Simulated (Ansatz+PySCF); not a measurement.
**doublet C₂H: levels of theory in one basis**

```
atom   x (Å)   y (Å)    z (Å)
   H  0.0000  0.0000  -1.4287
   C  0.0000  0.0000  -0.4385
   C  0.0000  0.0000   0.6767
```

Basis set: def2-SVP (spherical functions). Frozen core: 2 orbitals. Correlation on ROHF uses semicanonical orbitals with singles. Charge 0, multiplicity 2.

Computed with Ansatz (development build ahead of 0.2.0); each method stands on the lowest determinant of its kind that the runs found. NEVPT2 correlates all electrons. Active spaces start from the frontier orbitals, and the lowest solution found is given.

```
        method  E − E(ROHF) (eV)  <S²> of the determinant
          ROHF              0.00                     0.75
           UHF             -0.25                     0.90
      ROHF-MP2             -5.85                        –
     ROHF-CCSD             -6.39                        –
      UHF-CCSD             -6.40                     0.90
  ROHF-CCSD(T)             -6.63                        –
   UHF-CCSD(T)             -6.63                     0.90
   CASSCF(9,9)             -3.30                        –
SC-NEVPT2(9,9)             -6.12                        –
```

Task: What does UHF-MP2 give on the same scale?

Result: -5.71 eV.

Task: Is a single determinant a sound starting point here?

Result: Only with care. Unrestricted orbitals gain 0.25 eV and <S²> is 0.90 against 0.75 for a pure state, a contamination that matters most for the unrestricted series. The CASSCF(9,9) natural occupations are 1.99, 1.98, 1.94, 1.94, 1.00, 0.06, 0.06, 0.02, 0.01.

Caution for UHF, UHF-MP2, UHF-CCSD, UHF-CCSD(T): the unrestricted determinant is spin contaminated.
